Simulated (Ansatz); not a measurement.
**Worked example: HSiAl⁺, doublet against HSiAl, triplet**

Geometry (PBE0/def2-TZVP stationary point of a triplet), kept for both states (HSiAl, triplet: A''; HSiAl⁺, doublet: A''):

| atom | x (Å) | y (Å) | z (Å) |
| --- | --- | --- | --- |
| Si | 0.0000 | -0.0360 | 1.1654 |
| Al | 0.0000 | -0.0118 | -1.2249 |
| H | 0.0000 | 1.3177 | 0.3154 |

Basis cc-pVDZ; Ansatz 0.2.0. Only valence electrons are correlated (noble-gas cores frozen). Prefix R: restricted or restricted open-shell reference; prefix U: unrestricted.

Full CI isn't at hand for all of this; UCCSDT(Q) serves as the reference, and is uncertain by the last step of the cluster series or more.

Unrestricted rows (U, and Kohn–Sham where it breaks symmetry) aren't spin-pure: their determinants' ⟨S²⟩ exceeds S(S+1) by up to 0.36, so they mix in states of higher spin. Coupled cluster chose its determinant by a search with trial CCSD, here up to 0.13 eV above the lowest Hartree–Fock solution of its kind, and MP2 stands on that determinant too.

```tsv
level	E(HSiAl, triplet) (hartree)	E(HSiAl⁺, doublet) (hartree)
UMP2	-531.475291	-531.195517
UCCSD(T)	-531.516886	-531.242154
PBE	-532.148772	-531.868124
wB97M-V	-532.391435	-532.117239
UCCSDT(Q)	-531.518975	-531.244833
```

Give the vertical gap, HSiAl⁺ doublet less HSiAl triplet, at each level in eV (1 hartree = 27.2114 eV), and each error against UCCSDT(Q).

UCCSDT(Q): (-531.244833 − (-531.518975)) × 27.2114 = 7.460 eV (the reference)
wB97M-V: (-532.117239 − (-532.391435)) × 27.2114 = 7.461 eV, error 0.001 eV
PBE: (-531.868124 − (-532.148772)) × 27.2114 = 7.637 eV, error 0.177 eV
UCCSD(T): (-531.242154 − (-531.516886)) × 27.2114 = 7.476 eV, error 0.016 eV
UMP2: (-531.195517 − (-531.475291)) × 27.2114 = 7.613 eV, error 0.153 eV

Total energies of functionals can't be set beside those of wave-function methods, since they hold the core's correlation and their own absolute errors; only the differences compare.

In so small a basis the reference is far from its limit while semilocal and hybrid functionals are nearer theirs, so the functionals' errors here hold much of the reference's basis and frozen-core error, which can add to them or hide them.

Each level lands on the state that its own search finds. T1 diagnostics of restricted CCSD: 0.035 and 0.034.
